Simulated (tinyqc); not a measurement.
Coupled-perturbed Hartree-Fock on RHF in the sto-6g basis, for BH3, spin multiplicity 1, step by step (part 1 of 2). Computed by tinyqc, a small Python program that keeps every step (integrals from PySCF). Settings: charge = 0, multiplicity = 1, basis = sto-6g, method = RHF, energy threshold = 1e-10, iteration cap = 73, orthogonalisation = symmetric, start = Wolfsberg-Helmholz matrix, DIIS depth = 6. Command: `OMP_NUM_THREADS=1 python tinyqc.py 28853 28854 out.jsonl` (the two numbers bound the seeds that draw the settings). One thread of a shared host (Intel(R) Xeon(R) Processor @ 2.60GHz), about 0.3 s of CPU time with the checks. The early iterations of the SCF are left out here.

## One-electron integrals

Geometry (angstrom):

| atom | x | y | z |
|---|---|---|---|
| B | 0.000000 | 0.000000 | 0.034000 |
| H | 1.258000 | 0.000000 | 0.000000 |
| H | -0.629000 | 1.089000 | 0.000000 |
| H | -0.629000 | -1.089000 | 0.000000 |

Basis sto-6g: exponents (1/bohr^2) and contraction coefficients of normalised primitives:

| element | l (shell) | exponent | coefficient |
|---|---|---|---|
| B | s (1) | 506.011147 | 0.009164 |
| B | s (1) | 92.776814 | 0.049362 |
| B | s (1) | 25.955658 | 0.168538 |
| B | s (1) | 8.916445 | 0.370563 |
| B | s (1) | 3.462507 | 0.416492 |
| B | s (1) | 1.426054 | 0.130334 |
| B | s (2) | 23.194575 | -0.013253 |
| B | s (2) | 4.590810 | -0.046992 |
| B | s (2) | 1.426819 | -0.033785 |
| B | s (2) | 0.548948 | 0.250242 |
| B | s (2) | 0.238410 | 0.595117 |
| B | s (2) | 0.109280 | 0.240706 |
| B | p (3) | 23.194575 | 0.003760 |
| B | p (3) | 4.590810 | 0.037679 |
| B | p (3) | 1.426819 | 0.173897 |
| B | p (3) | 0.548948 | 0.418036 |
| B | p (3) | 0.238410 | 0.425859 |
| B | p (3) | 0.109280 | 0.101708 |
| H | s (1) | 35.523221 | 0.009164 |
| H | s (1) | 6.513144 | 0.049361 |
| H | s (1) | 1.822143 | 0.168538 |
| H | s (1) | 0.625955 | 0.370563 |
| H | s (1) | 0.243077 | 0.416492 |
| H | s (1) | 0.100112 | 0.130334 |

Overlap, kinetic and nuclear-attraction integrals over the contracted functions; the nuclear repulsion is the sum of Za Zb / Rab.

nuclear repulsion = 7.03751211 hartree

overlap S:
```
           1B 1s     1B 2s     1B 2px     1B 2py     1B 2pz      2H 1s      3H 1s      4H 1s
1B 1s   1.000000  0.264891   0.000000   0.000000   0.000000   0.059219   0.059272   0.059272
1B 2s   0.264891  1.000000   0.000000   0.000000   0.000000   0.441504   0.441702   0.441702
1B 2px  0.000000  0.000000   1.000000   0.000000   0.000000   0.464352  -0.232321  -0.232321
1B 2py  0.000000  0.000000   0.000000   1.000000   0.000000   0.000000   0.402221  -0.402221
1B 2pz  0.000000  0.000000   0.000000   0.000000   1.000000  -0.012550  -0.012558  -0.012558
2H 1s   0.059219  0.441504   0.464352   0.000000  -0.012550   1.000000   0.089704   0.089704
3H 1s   0.059272  0.441702  -0.232321   0.402221  -0.012558   0.089704   1.000000   0.089806
4H 1s   0.059272  0.441702  -0.232321  -0.402221  -0.012558   0.089704   0.089806   1.000000
```

kinetic energy T (hartree):
```
            1B 1s      1B 2s     1B 2px     1B 2py     1B 2pz      2H 1s      3H 1s      4H 1s
1B 1s   10.947243  -0.333880   0.000000   0.000000   0.000000  -0.011460  -0.011458  -0.011458
1B 2s   -0.333880   0.374498   0.000000   0.000000   0.000000   0.071938   0.072028   0.072028
1B 2px   0.000000   0.000000   1.125026   0.000000   0.000000   0.198887  -0.099563  -0.099563
1B 2py   0.000000   0.000000   0.000000   1.125026   0.000000   0.000000   0.172376  -0.172376
1B 2pz   0.000000   0.000000   0.000000   0.000000   1.125026  -0.005375  -0.005382  -0.005382
2H 1s   -0.011460   0.071938   0.198887   0.000000  -0.005375   0.768522  -0.012089  -0.012089
3H 1s   -0.011458   0.072028  -0.099563   0.172376  -0.005382  -0.012089   0.768522  -0.012090
4H 1s   -0.011458   0.072028  -0.099563  -0.172376  -0.005382  -0.012089  -0.012090   0.768522
```

nuclear attraction V (hartree):
```
             1B 1s      1B 2s     1B 2px     1B 2py     1B 2pz      2H 1s      3H 1s      4H 1s
1B 1s   -24.653475  -3.078416   0.000017   0.000000   0.001417  -0.757049  -0.757746  -0.757746
1B 2s    -3.078416  -4.977452   0.000116   0.000000   0.012117  -1.899285  -1.900398  -1.900398
1B 2px    0.000017   0.000116  -5.031973   0.000000  -0.000004  -1.890083   0.945802   0.945802
1B 2py    0.000000   0.000000   0.000000  -5.031968   0.000000   0.000000  -1.637438   1.637438
1B 2pz    0.001417   0.012117  -0.000004   0.000000  -4.867953   0.053351   0.053392   0.053392
2H 1s    -0.757049  -1.899285  -1.890083   0.000000   0.053351  -3.804904  -0.368641  -0.368641
3H 1s    -0.757746  -1.900398   0.945802  -1.637438   0.053392  -0.368641  -3.805601  -0.369071
4H 1s    -0.757746  -1.900398   0.945802   1.637438   0.053392  -0.368641  -0.369071  -3.805601
```

core Hamiltonian H = T + V (hartree):
```
             1B 1s      1B 2s     1B 2px     1B 2py     1B 2pz      2H 1s      3H 1s      4H 1s
1B 1s   -13.706232  -3.412296   0.000017   0.000000   0.001417  -0.768509  -0.769204  -0.769204
1B 2s    -3.412296  -4.602954   0.000116   0.000000   0.012117  -1.827346  -1.828370  -1.828370
1B 2px    0.000017   0.000116  -3.906946   0.000000  -0.000004  -1.691196   0.846239   0.846239
1B 2py    0.000000   0.000000   0.000000  -3.906942   0.000000   0.000000  -1.465062   1.465062
1B 2pz    0.001417   0.012117  -0.000004   0.000000  -3.742926   0.047975   0.048010   0.048010
2H 1s    -0.768509  -1.827346  -1.691196   0.000000   0.047975  -3.036381  -0.380730  -0.380730
3H 1s    -0.769204  -1.828370   0.846239  -1.465062   0.048010  -0.380730  -3.037079  -0.381162
4H 1s    -0.769204  -1.828370   0.846239   1.465062   0.048010  -0.380730  -0.381162  -3.037079
```

## Two-electron integrals

Functions are numbered as in S; the eight-fold symmetry (ij|kl) = (ji|kl) = (kl|ij) leaves the list below.

Two-electron integrals (ij|kl) in chemists' order, unique and non-zero (hartree):
```
(11|11) 2.924993    (21|11) 0.480756    (21|21) 0.099484    (22|11) 0.743449
(22|21) 0.188967    (22|22) 0.544922    (31|31) 0.021096    (32|31) 0.030854
(32|32) 0.120443    (33|11) 0.743450    (33|21) 0.188967    (33|22) 0.544922
(33|33) 0.587109    (41|41) 0.021096    (42|41) 0.030854    (42|42) 0.120443
(43|43) 0.031641    (44|11) 0.743450    (44|21) 0.188967    (44|22) 0.544922
(44|33) 0.523827    (44|44) 0.587109    (51|51) 0.021096    (52|51) 0.030854
(52|52) 0.120443    (53|53) 0.031641    (54|54) 0.031641    (55|11) 0.743450
(55|21) 0.188967    (55|22) 0.544922    (55|33) 0.523827    (55|44) 0.523827
(55|55) 0.587109    (61|11) 0.111545    (61|21) 0.022349    (61|22) 0.042055
(61|31) 0.001754    (61|32) 0.003335    (61|33) 0.042513    (61|44) 0.041825
(61|51) -0.000047   (61|52) -0.000090   (61|53) -0.000019   (61|55) 0.041826
(61|61) 0.005209    (62|11) 0.257884    (62|21) 0.066607    (62|22) 0.210221
(62|31) 0.007793    (62|32) 0.045245    (62|33) 0.221958    (62|44) 0.204346
(62|51) -0.000211   (62|52) -0.001223   (62|53) -0.000476   (62|55) 0.204359
(62|61) 0.015869    (62|62) 0.110899    (63|11) 0.240035    (63|21) 0.062895
(63|22) 0.209069    (63|31) 0.013408    (63|32) 0.072959    (63|33) 0.231091
(63|44) 0.198052    (63|51) -0.000170   (63|52) -0.001108   (63|53) -0.000662
(63|55) 0.198063    (63|61) 0.015778    (63|62) 0.129155    (63|63) 0.159693
(64|41) 0.007105    (64|42) 0.031968    (64|43) 0.008544    (64|54) -0.000231
(64|64) 0.012417    (65|11) -0.006487   (65|21) -0.001700   (65|22) -0.005651
(65|31) -0.000170   (65|32) -0.001108   (65|33) -0.005784   (65|44) -0.005353
(65|51) 0.007110    (65|52) 0.031998    (65|53) 0.008555    (65|55) -0.005815
(65|61) -0.000426   (65|62) -0.003491   (65|63) -0.003980   (65|65) 0.012525
(66|11) 0.415423    (66|21) 0.109581    (66|22) 0.389579    (66|31) 0.015823
(66|32) 0.120373    (66|33) 0.435728    (66|44) 0.366480    (66|51) -0.000428
(66|52) -0.003253   (66|53) -0.001872   (66|55) 0.366530    (66|61) 0.026778
(66|62) 0.260998    (66|63) 0.330811    (66|65) -0.008941   (66|66) 0.774999
(71|11) 0.111647    (71|21) 0.022369    (71|22) 0.042093    (71|31) -0.000878
(71|32) -0.001670   (71|33) 0.042035    (71|41) 0.001521    (71|42) 0.002891
(71|43) -0.000298   (71|44) 0.042379    (71|51) -0.000047   (71|52) -0.000090
(71|53) 0.000009    (71|54) -0.000016   (71|55) 0.041863    (71|61) 0.004970
(71|62) 0.014394    (71|63) 0.013253    (71|64) 0.000624    (71|65) -0.000387
(71|66) 0.023501    (71|71) 0.005219    (72|11) 0.258039    (72|21) 0.066647
(72|22) 0.210336    (72|31) -0.003900   (72|32) -0.022640   (72|33) 0.208867
(72|41) 0.006752    (72|42) 0.039197    (72|43) -0.007631   (72|44) 0.217671
(72|51) -0.000211   (72|52) -0.001224   (72|53) 0.000238    (72|54) -0.000412
(72|55) 0.204472    (72|61) 0.014390    (72|62) 0.073736    (72|63) 0.068596
(72|64) 0.008817    (72|65) -0.002267   (72|66) 0.132851    (72|71) 0.015892
(72|72) 0.111006    (73|11) -0.120111   (73|21) -0.031472   (73|22) -0.104611
(73|31) 0.008688    (73|32) 0.042248    (73|33) -0.109646   (73|41) -0.002731
(73|42) -0.017760   (73|43) 0.010859    (73|44) -0.105083   (73|51) 0.000085
(73|52) 0.000554    (73|53) -0.000339   (73|54) 0.000187    (73|55) -0.099104
(73|61) -0.006085   (73|62) -0.026667   (73|63) -0.018530   (73|64) -0.002231
(73|65) 0.000808    (73|66) -0.041704   (73|71) -0.007902   (73|72) -0.064652
(73|73) 0.049301    (74|11) 0.207951    (74|21) 0.054488    (74|22) 0.181115
(74|31) -0.002731   (74|32) -0.017760   (74|33) 0.175027    (74|41) 0.011839
(74|42) 0.062737    (74|43) -0.010260   (74|44) 0.196737    (74|51) -0.000148
(74|52) -0.000960   (74|53) 0.000187    (74|54) -0.000555   (74|55) 0.171581
(74|61) 0.011783    (74|62) 0.063801    (74|63) 0.059174    (74|64) 0.014357
(74|65) -0.001921   (74|66) 0.115309    (74|71) 0.013682    (74|72) 0.111934
(74|73) -0.063832   (74|74) 0.122945    (75|11) -0.006493   (75|21) -0.001701
(75|22) -0.005655   (75|31) 0.000085    (75|32) 0.000554    (75|33) -0.005465
(75|41) -0.000148   (75|42) -0.000960   (75|43) 0.000187    (75|44) -0.005680
(75|51) 0.007115    (75|52) 0.032020    (75|53) -0.004281   (75|54) 0.007413
(75|55) -0.005819   (75|61) -0.000387   (75|62) -0.002267   (75|63) -0.002068
(75|64) -0.000261   (75|65) 0.007561    (75|66) -0.004273   (75|71) -0.000427
(75|72) -0.003495   (75|73) 0.001993    (75|74) -0.003450   (75|75) 0.012540
(76|11) 0.050034    (76|21) 0.012914    (76|22) 0.041298    (76|31) 0.000635
(76|32) 0.003724    (76|33) 0.041703    (76|41) 0.001100    (76|42) 0.006450
(76|43) 0.000324    (76|44) 0.042077    (76|51) -0.000069   (76|52) -0.000403
(76|53) -0.000058   (76|54) -0.000101   (76|55) 0.040114    (76|61) 0.002960
(76|62) 0.018634    (76|63) 0.020119    (76|64) 0.002014    (76|65) -0.000638
(76|66) 0.039783    (76|71) 0.002962    (76|72) 0.018642    (76|73) -0.008320
(76|74) 0.018434    (76|75) -0.000638   (76|76) 0.003941    (77|11) 0.415547
(77|21) 0.109613    (77|22) 0.389667    (77|31) -0.007918   (77|32) -0.060223
(77|33) 0.383889    (77|41) 0.013709    (77|42) 0.104264    (77|43) -0.030000
(77|44) 0.418501    (77|51) -0.000428   (77|52) -0.003255   (77|53) 0.000937
(77|54) -0.001622   (77|55) 0.366612    (77|61) 0.023486    (77|62) 0.132806
(77|63) 0.120686    (77|64) 0.021551    (77|65) -0.004271   (77|66) 0.242443
(77|71) 0.026810    (77|72) 0.261139    (77|73) -0.165530   (77|74) 0.286586
(77|75) -0.008948   (77|76) 0.039783    (77|77) 0.774999    (81|11) 0.111647
(81|21) 0.022369    (81|22) 0.042093    (81|31) -0.000878   (81|32) -0.001670
(81|33) 0.042035    (81|41) -0.001521   (81|42) -0.002891   (81|43) 0.000298
(81|44) 0.042379    (81|51) -0.000047   (81|52) -0.000090   (81|53) 0.000009
(81|54) 0.000016    (81|55) 0.041863    (81|61) 0.004970    (81|62) 0.014394
(81|63) 0.013253    (81|64) -0.000624   (81|65) -0.000387   (81|66) 0.023501
(81|71) 0.004975    (81|72) 0.014403    (81|73) -0.007173   (81|74) 0.011169
(81|75) -0.000388   (81|76) 0.002740    (81|77) 0.023508    (81|81) 0.005219
(82|11) 0.258039    (82|21) 0.066647    (82|22) 0.210336    (82|31) -0.003900
(82|32) -0.022640   (82|33) 0.208867    (82|41) -0.006752   (82|42) -0.039197
(82|43) 0.007631    (82|44) 0.217671    (82|51) -0.000211   (82|52) -0.001224
(82|53) 0.000238    (82|54) 0.000412    (82|55) 0.204472    (82|61) 0.014390
(82|62) 0.073736    (82|63) 0.068596    (82|64) -0.008817   (82|65) -0.002267
(82|66) 0.132851    (82|71) 0.014403    (82|72) 0.073783    (82|73) -0.041971
(82|74) 0.055017    (82|75) -0.002269   (82|76) 0.013634    (82|77) 0.132893
(82|81) 0.015892    (82|82) 0.111006    (83|11) -0.120111   (83|21) -0.031472
(83|22) -0.104611   (83|31) 0.008688    (83|32) 0.042248    (83|33) -0.109646
(83|41) 0.002731    (83|42) 0.017760    (83|43) -0.010859   (83|44) -0.105083
(83|51) 0.000085    (83|52) 0.000554    (83|53) -0.000339   (83|54) -0.000187
(83|55) -0.099104   (83|61) -0.006085   (83|62) -0.026667   (83|63) -0.018530
(83|64) 0.002231    (83|65) 0.000808    (83|66) -0.041704   (83|71) -0.007173
(83|72) -0.041971   (83|73) 0.030833    (83|74) -0.030726   (83|75) 0.001261
(83|76) -0.006103   (83|77) -0.079080   (83|81) -0.007902   (83|82) -0.064652
(83|83) 0.049301    (84|11) -0.207951   (84|21) -0.054488   (84|22) -0.181115
(84|31) 0.002731    (84|32) 0.017760    (84|33) -0.175027   (84|41) 0.011839
(84|42) 0.062737    (84|43) -0.010260   (84|44) -0.196737   (84|51) 0.000148
(84|52) 0.000960    (84|53) -0.000187   (84|54) -0.000555   (84|55) -0.171581
(84|61) -0.011783   (84|62) -0.063801   (84|63) -0.059174   (84|64) 0.014357
(84|65) 0.001921    (84|66) -0.115309   (84|71) -0.011169   (84|72) -0.055017
(84|73) 0.030726    (84|74) -0.034963   (84|75) 0.001661    (84|76) -0.010565
(84|77) -0.093772   (84|81) -0.013682   (84|82) -0.111934   (84|83) 0.063832
(84|84) 0.122945    (85|11) -0.006493   (85|21) -0.001701   (85|22) -0.005655
(85|31) 0.000085    (85|32) 0.000554    (85|33) -0.005465   (85|41) 0.000148
(85|42) 0.000960    (85|43) -0.000187   (85|44) -0.005680   (85|51) 0.007115
(85|52) 0.032020    (85|53) -0.004281   (85|54) -0.007413   (85|55) -0.005819
(85|61) -0.000387   (85|62) -0.002267   (85|63) -0.002068   (85|64) 0.000261
(85|65) 0.007561    (85|66) -0.004273   (85|71) -0.000388   (85|72) -0.002269
(85|73) 0.001261    (85|74) -0.001661   (85|75) 0.007567    (85|76) -0.000454
(85|77) -0.004275   (85|81) -0.000427   (85|82) -0.003495   (85|83) 0.001993
(85|84) 0.003450    (85|85) 0.012540    (86|11) 0.050034    (86|21) 0.012914
(86|22) 0.041298    (86|31) 0.000635    (86|32) 0.003724    (86|33) 0.041703
(86|41) -0.001100   (86|42) -0.006450   (86|43) -0.000324   (86|44) 0.042077
(86|51) -0.000069   (86|52) -0.000403   (86|53) -0.000058   (86|54) 0.000101
(86|55) 0.040114    (86|61) 0.002960    (86|62) 0.018634    (86|63) 0.020119
(86|64) -0.002014   (86|65) -0.000638   (86|66) 0.039783    (86|71) 0.002740
(86|72) 0.013634    (86|73) -0.006103   (86|74) 0.010565    (86|75) -0.000454
(86|76) 0.003064    (86|77) 0.024146    (86|81) 0.002962    (86|82) 0.018642
(86|83) -0.008320   (86|84) -0.018434   (86|85) -0.000638   (86|86) 0.003941
(87|11) 0.050090    (87|21) 0.012929    (87|22) 0.041345    (87|31) -0.001272
(87|32) -0.007459   (87|33) 0.042314    (87|44) 0.041562    (87|51) -0.000069
(87|52) -0.000403   (87|53) 0.000117    (87|55) 0.040159    (87|61) 0.002740
(87|62) 0.013641    (87|63) 0.012209    (87|65) -0.000454   (87|66) 0.024167
(87|71) 0.002966    (87|72) 0.018665    (87|73) -0.011826   (87|74) 0.016440
(87|75) -0.000639   (87|76) 0.003067    (87|77) 0.039836    (87|81) 0.002966
(87|82) 0.018665    (87|83) -0.011826   (87|84) -0.016440   (87|85) -0.000639
(87|86) 0.003067    (87|87) 0.003950    (88|11) 0.415547    (88|21) 0.109613
(88|22) 0.389667    (88|31) -0.007918   (88|32) -0.060223   (88|33) 0.383889
(88|41) -0.013709   (88|42) -0.104264   (88|43) 0.030000    (88|44) 0.418501
(88|51) -0.000428   (88|52) -0.003255   (88|53) 0.000937    (88|54) 0.001622
(88|55) 0.366612    (88|61) 0.023486    (88|62) 0.132806    (88|63) 0.120686
(88|64) -0.021551   (88|65) -0.004271   (88|66) 0.242443    (88|71) 0.023508
(88|72) 0.132893    (88|73) -0.079080   (88|74) 0.093772    (88|75) -0.004275
(88|76) 0.024146    (88|77) 0.242519    (88|81) 0.026810    (88|82) 0.261139
(88|83) -0.165530   (88|84) -0.286586   (88|85) -0.008948   (88|86) 0.039783
(88|87) 0.039836    (88|88) 0.774999
```

## Orthogonalisation

S = U s U^T; symmetric (Loewdin) form X = U s^(-1/2) U^T, so that X^T S X = 1.

eigenvalues of S: 0.293990  0.384501  0.384570  0.954687  1.001116  1.525694  1.525760  1.929683

X:
```
            1B 1s      1B 2s     1B 2px     1B 2py     1B 2pz      2H 1s      3H 1s      4H 1s
1B 1s    1.031625  -0.171090   0.000010   0.000000   0.000896   0.024297   0.024301   0.024301
1B 2s   -0.171090   1.358370  -0.000169   0.000000  -0.009169  -0.305614  -0.305866  -0.305866
1B 2px   0.000010  -0.000169   1.179514   0.000000   0.000005  -0.326695   0.163503   0.163503
1B 2py   0.000000   0.000000   0.000000   1.179542   0.000000   0.000000  -0.283058   0.283058
1B 2pz   0.000896  -0.009169   0.000005   0.000000   1.000254   0.008508   0.008517   0.008517
2H 1s    0.024297  -0.305614  -0.326695   0.000000   0.008508   1.227227  -0.015289  -0.015289
3H 1s    0.024301  -0.305866   0.163503  -0.283058   0.008517  -0.015289   1.227479  -0.015263
4H 1s    0.024301  -0.305866   0.163503   0.283058   0.008517  -0.015289  -0.015263   1.227479
```
